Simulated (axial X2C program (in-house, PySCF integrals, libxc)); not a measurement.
**Li₂⁻: cheaper levels and CCSD(T), with spin–orbit coupling**

Calculated with an in-house all-electron X2C program for linear molecules (integrals from PySCF). Two-component (2c) means X2C with spin–orbit coupling and atomic mean-field two-electron Coulomb and Gaunt terms. Basis: Li dyall-av3z [9s9p3d] (cores contracted in-house); Gaussian nuclei, density fitting, unrestricted open shells. Masses: Li 7.016 u.

State: Ω = 1/2 (⟨Sz⟩ = 0.50, ⟨Lz⟩ = 0.00 at HF); fragments Li- + Li.

```json
{"level": "PBE0", "Re (Å)": "3.078", "ωe (cm⁻¹)": "223.3", "De (eV)": "0.870"}
{"level": "HF", "Re (Å)": "3.287", "ωe (cm⁻¹)": "201.0", "De (eV)": "0.789"}
{"level": "CCSD", "Re (Å)": "3.065", "ωe (cm⁻¹)": "229.3", "De (eV)": "0.768"}
{"level": "BHandHLYP", "Re (Å)": "3.059", "ωe (cm⁻¹)": "221.3", "De (eV)": "0.757"}
```

Correlated methods: 3 electrons correlated (number of frozen shells: Li 1 s), 181 virtual spin orbitals or spinors in MP2, 45 natural virtuals in coupled cluster.

CCSD(T), same Hamiltonian and basis:

Re = 3.053 Å, ωe = 231.1 cm⁻¹, De = 0.79 eV; T1 = 0.128 (Lee–Taylor normalisation).

(1) Give the differences from CCSD(T) in the columns below.

Occupations by symmetry block were frozen at the best pattern of an incomplete PBE0 search. De is counted from the lowest determinant-based energies of the atoms at the same level, without counterpoise correction. Density functionals use the spin component along the axis (collinear). Coupled cluster ran in a truncated set of natural virtual spinors; the MP2 energy of the rest was added. (T) has no such correction and the atoms are truncated less, which lowers De at CCSD(T) by a hundredth of an eV or more. The highest occupied level of some functionals is positive through self-interaction error; at Hartree–Fock it is bound. The determinant is spin-polarised beyond a pure state at some levels (its spin-free form has ⟨S²⟩ too high), which makes Re and μ there less reliable. The T1 diagnostic is large, a sign of multireference character. Hartree–Fock gets electron affinities wrong, so its lowest charge split need not be the true one.

Results:

(1) 

```
    level  ΔRe (Å)  Δωe (cm⁻¹)  ΔDe (eV)
     PBE0    0.025        -7.8      0.08
       HF    0.234       -30.1      0.00
     CCSD    0.012        -1.8     -0.02
BHandHLYP    0.006        -9.8     -0.03
```
